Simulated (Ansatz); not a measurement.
# Relaxing a trial structure of C2FO2+

The starting geometry of this gas-phase singlet was optimised with GFN2-xTB.

| atom | x (Å) | y (Å) | z (Å) |
| --- | --- | --- | --- |
| C | 0.8189 | 0.9299 | 0.4430 |
| C | -1.1579 | 0.2798 | -0.8370 |
| F | -2.3409 | 0.3942 | -0.4734 |
| O | -0.3392 | 0.7685 | 0.1895 |
| O | 1.8674 | 1.1230 | 0.7762 |

Question: Where would you expect an optimisation with BLYP-D3(BJ)/def2-SVP to take it?

Answer: It loosens into CO2 + CF, which stay close as a complex (formulas without charges). Contacts that open: C2–O4 (1.40 → 1.94 Å).

The energy falls by 0.87 eV over 10 steps:

```json
{"step": "1", "E − E(last) (eV)": "0.873"}
{"step": "2", "E − E(last) (eV)": "0.556"}
{"step": "3", "E − E(last) (eV)": "0.298"}
{"step": "4", "E − E(last) (eV)": "0.036"}
{"step": "5", "E − E(last) (eV)": "0.005"}
{"step": "6", "E − E(last) (eV)": "0.001"}
{"step": "7", "E − E(last) (eV)": "0.000"}
{"step": "8", "E − E(last) (eV)": "0.000"}
{"step": "9", "E − E(last) (eV)": "0.000"}
{"step": "10", "E − E(last) (eV)": "0.000"}
```

Final geometry (Å):

```yaml
atoms:
  - { symbol: C, position_ang: [0.8749, 0.9879, 0.5671] }
  - { symbol: C, position_ang: [-1.3000, 0.1891, -1.0286] }
  - { symbol: F, position_ang: [-2.4174, 0.3326, -0.6022] }
  - { symbol: O, position_ang: [-0.3288, 0.9029, 0.4873] }
  - { symbol: O, position_ang: [2.0195, 1.0829, 0.6747] }
```

The end wasn't checked by frequencies. Run with Ansatz 0.2.0, 6.6 s on 1 thread of Intel(R) Xeon(R) 6975P-C (Granite Rapids), on a shared host.
